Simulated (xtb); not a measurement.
xtb input (GFN2-xTB):

```bash
xtb mol.xyz --gfn 2 --sp --chrg -1 --uhf 0
```
mol.xyz:
```
6

C      0.00000034    -0.00879282     0.11429267
C      0.00063634     0.06997282     1.38676583
C     -0.00016681     0.04932928    -1.23370407
H     -0.00240573    -0.82834392     2.00699519
H      0.92338430     0.07933898    -1.80581793
H     -0.92379778     0.08594923    -1.80530386
```

End of the output:

```
         :::::::::::::::::::::::::::::::::::::::::::::::::::::
         ::                     SUMMARY                     ::
         :::::::::::::::::::::::::::::::::::::::::::::::::::::
         :: total energy              -7.977132162528 Eh    ::
         :: gradient norm              0.032023867955 Eh/a0 ::
         :: HOMO-LUMO gap              4.295974324531 eV    ::
         ::.................................................::
         :: SCC energy                -8.141618669524 Eh    ::
         :: -> isotropic ES            0.146357330731 Eh    ::
         :: -> anisotropic ES          0.014852985791 Eh    ::
         :: -> anisotropic XC          0.007780402132 Eh    ::
         :: -> dispersion             -0.002894468399 Eh    ::
         :: repulsion energy           0.164486506996 Eh    ::
         :: add. restraining           0.000000000000 Eh    ::
         :: total charge              -1.000000000000 e     ::
         :::::::::::::::::::::::::::::::::::::::::::::::::::::

           -------------------------------------------------
          |                Property Printout                |
           -------------------------------------------------

    * Orbital Energies and Occupations

         #    Occupation            Energy/Eh            Energy/eV
      -------------------------------------------------------------
         1        2.0000           -0.3234751              -8.8022
         2        2.0000           -0.3010820              -8.1929
         3        2.0000           -0.2457433              -6.6870
         4        2.0000           -0.2293101              -6.2398
         5        2.0000           -0.1933908              -5.2624
         6        2.0000           -0.1324311              -3.6036
         7        2.0000           -0.1019937              -2.7754
         8        2.0000           -0.0450032              -1.2246 (HOMO)
         9                          0.1128710               3.0714 (LUMO)
        10                          0.1148404               3.1250
        11                          0.3704628              10.0808
        12                          0.4850366              13.1985
        13                          0.5506113              14.9829
        14                          0.6398002              17.4099
Note: The following floating-point exceptions are signalling: IEEE_UNDERFLOW_FLAG IEEE_DENORMAL
normal termination of xtb
        15                          1.3143967              35.7666
      -------------------------------------------------------------
                  HL-Gap            0.1578742 Eh            4.2960 eV
             Fermi-level            0.0339339 Eh            0.9234 eV

     #   Z          covCN         q      C6AA      α(0)
     1   6 C        1.961    -0.117    34.319     9.460
     2   6 C        1.906    -0.334    41.601    10.417
     3   6 C        2.831    -0.204    33.377     9.467
     4   1 H        0.924    -0.117     6.183     3.888
     5   1 H        0.925    -0.115     6.104     3.864
     6   1 H        0.925    -0.115     6.104     3.864

 Mol. C6AA /au·bohr⁶  :        650.671497
 Mol. C8AA /au·bohr⁸  :      15145.330749
 Mol. α(0) /au        :         40.959841

Wiberg/Mayer (AO) data.
largest (>0.10) Wiberg bond orders for each atom

 ---------------------------------------------------------------------------
     #   Z sym  total        # sym  WBO       # sym  WBO       # sym  WBO
 ---------------------------------------------------------------------------
     1   6 C    3.948 --     2 C    2.323     3 C    1.606
     2   6 C    3.518 --     1 C    2.323     4 H    0.927     3 C    0.208
     3   6 C    3.767 --     1 C    1.606     5 H    0.955     6 H    0.955
                             2 C    0.208
     4   1 H    0.986 --     2 C    0.927
     5   1 H    0.987 --     3 C    0.955
     6   1 H    0.987 --     3 C    0.955
 ---------------------------------------------------------------------------

Topologies differ in total number of bonds
Writing topology from bond orders to xtbtopo.mol

molecular dipole:
                 x           y           z       tot (Debye)
 q only:        0.000       0.086      -0.086
   full:       -0.001      -0.233      -0.409       1.197
molecular quadrupole (traceless):
                xx          xy          yy          xz          yz          zz
 q only:        3.327       0.002       3.926       0.001       1.115      -7.253
  q+dip:        2.424      -0.000       2.400      -0.005      -0.962      -4.823
   full:        3.556      -0.003       2.831      -0.007      -1.050      -6.387

           -------------------------------------------------
          | TOTAL ENERGY               -7.977132162528 Eh   |
          | GRADIENT NORM               0.032023867955 Eh/α |
          | HOMO-LUMO GAP               4.295974324531 eV   |
           -------------------------------------------------

------------------------------------------------------------------------
------------------------------------------------------------------------
 total:
 SCF:
```

It need not be the lowest isomer of its formula. Whether it binds its extra electron was not tested at this geometry.
